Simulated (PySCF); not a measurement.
## CH⁺ at B2PLYP

Computed with B2PLYP; H 6-31G(d,p), C 6-31G(d,p); no relativity (PySCF 2.14).

```json
{
  "state": "¹Σ⁺ (singlet), closed shell",
  "bond length": "2.133 bohr",
  "harmonic wavenumber": "2920 cm⁻¹",
  "force constant": "4.67 mdyn/Å",
  "rotational constant Be": "14.24 cm⁻¹",
  "anharmonicity ωexe": "59.5 cm⁻¹",
  "vibration–rotation constant αe": "0.502 cm⁻¹",
  "well depth De to H + C⁺": "4.08 eV",
  "dissociation energy D0": "3.90 eV",
  "HOMO–LUMO gap": "9.00 eV",
  "bond order (Mayer)": "0.86",
  "dipole moment (positive dipole points towards C; it is taken about the centre of mass and depends on that origin)": "-1.90 D"
}
```

Correlated steps freeze 1 core orbital. For an ion De counts to the pair picked by the measured ionisation energies or electron affinities, which need not be the lowest pair at this level. B2PLYP dipoles, levels and charges come from its SCF part alone.
